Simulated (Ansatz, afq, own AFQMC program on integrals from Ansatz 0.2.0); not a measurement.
CH5, doublet in cc-pVTZ, levels against CCSDT(Q)

```yaml
atoms:
  - { symbol: H, position_ang: [-1.8745, 0.0000, 0.0000] }
  - { symbol: H, position_ang: [-0.9965, 0.0000, 0.0000] }
  - { symbol: C, position_ang: [0.1925, 0.0000, 0.0000] }
  - { symbol: H, position_ang: [0.1925, -1.0800, 0.0000] }
  - { symbol: H, position_ang: [0.1925, 0.5400, 0.9353] }
  - { symbol: H, position_ang: [0.1925, 0.5400, -0.9353] }
```

Basis cc-pVTZ. Noble-gas cores (and the filled d shells of Ga–Kr and In–Xe) are frozen. Ansatz 0.2.0 and our own AFQMC program on the same integrals; the CISD trial comes from CCSD amplitudes, and released means the phaseless constraint is let go. ± is one standard error of the sampling.

Determinant: UHF, the one that the program's search chose, which needn't be the lowest solution. The geometry is a point of a scan.

No full CI on the walks' own integrals is used here; CCSDT(Q) serves as the reference and is uncertain by about the last step of the cluster series.

```
T1 diagnostic                               : 0.0140
weight of the determinant in the CISD state : 0.913
⟨S²⟩ of the determinant                     : 0.782
size of the correlated space                : 9 electrons in 99 orbitals
```

```csv
level,correlation energy (eV)
MP2,-5.7512
CCSD,-6.4300
CCSD(T),-6.6290
```

(1) Estimate where phaseless AFQMC with a CISD trial lies against CCSD(T) on the same integrals.

(1) 0.30 ± 0.11 kcal/mol below CCSD(T).

Reference: CCSDT(Q), correlation energy -6.651 eV. The released energy is read at 2.40 1/Eh (meV from the phaseless value at times in 1/Eh: -5 ± 4 at 0.24, -9 ± 3 at 0.51, -7 ± 4 at 0.99, -6 ± 4 at 1.62, -4 ± 5 at 2.40).

```json
{"level": "CCSD(T)", "E − E(reference) (kcal/mol)": "0.50", "share of correlation (%)": "99.67"}
{"level": "CCSDT", "E − E(reference) (kcal/mol)": "0.14", "share of correlation (%)": "99.91"}
{"level": "ph-AFQMC/CISD", "E − E(reference) (kcal/mol)": "0.20 ± 0.11", "share of correlation (%)": "99.87"}
{"level": "released AFQMC", "E − E(reference) (kcal/mol)": "0.12 ± 0.12", "share of correlation (%)": "99.92"}
```

A walk keeps the symmetry of its determinant, which the program's search chose and which needn't be the lowest solution, so a lower state of the same spin and another symmetry isn't excluded. Released energies are given only where the last usable release times agree within the noise; a slower fall can still hide under it.
